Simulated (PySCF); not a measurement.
Gas-phase reaction: 6 CH3SiH2 = 6 SiH4 + C6H6

Computed with PySCF (xtb for GFN2) and rigid-rotor harmonic-oscillator thermochemistry at 1 bar. † marks an energy on the PBE0/def2-TZVP geometry and frequencies; other levels use their own. MP2 freezes the core. Open shells (unrestricted): CH3SiH2 (multiplicity 2); the rest are closed-shell singlets. GFN2 has no spin-polarisation term. B3LYP is the form with VWN-RPA correlation. CH3SiH2: computed as isolated molecules; such fragments, hydroxides, amides, oligomers or adducts are transient or little studied in the gas. MP2 isn't extrapolated to the basis-set limit; its ΔH°(298 K) is -602.9 kJ in def2-SVP and -589.1 kJ in def2-TZVPP. The harmonic model lacks anharmonicity and excited electronic states, which grow with temperature; levels with a mode under 35 cm⁻¹ are left out. Internal rotation in CH3SiH2 is treated as a harmonic vibration of one conformer, which makes the entropy rough.

| level | ΔE electronic, kJ | ΔH°(298 K), kJ | ΔS°(298 K), J/K | ΔG°(1200 K), kJ |
|---|---|---|---|---|
| B3LYP/def2-TZVP† | -530 | -586 | -111 | -437 |
| BLYP/def2-TZVP† | -537 | -593 | -111 | -444 |
| GFN2-xTB | -1029 | -1104 | -117 | -962 |
| M06-2X/def2-TZVP† | -471 | -527 | -111 | -378 |
| MP2/def2-SVP† | -547 | -603 | -111 | -454 |
| MP2/def2-TZVPP† | -533 | -589 | -111 | -440 |
| PBE0/def2-SVP† | -468 | -524 | -111 | -374 |
| LDA/def2-TZVP† | -509 | -565 | -111 | -416 |
| ωB97M-V/def2-TZVP† | -551 | -607 | -111 | -458 |
| ωB97X-V/def2-TZVP† | -542 | -598 | -111 | -449 |
ΔH° is lowest at GFN2-xTB and highest at PBE0/def2-SVP†. No reference value is set beside these.
